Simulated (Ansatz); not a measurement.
Question: Name a neutral molecule of C, O and H with HOMO energy (PBE0/def2-TZVPP) between -6.30 and -6.00 eV and size of the dipole moment (ωB97M-V/def2-TZVPP) between 1.40 and 1.70 D (Ansatz, PBE0-D4/def2-TZVP geometry).

Answer: `CC(C)=CO` (-6.03 eV, 1.47 D). Other molecules can fit too; these were computed, each in one conformer that needn't be the lowest.
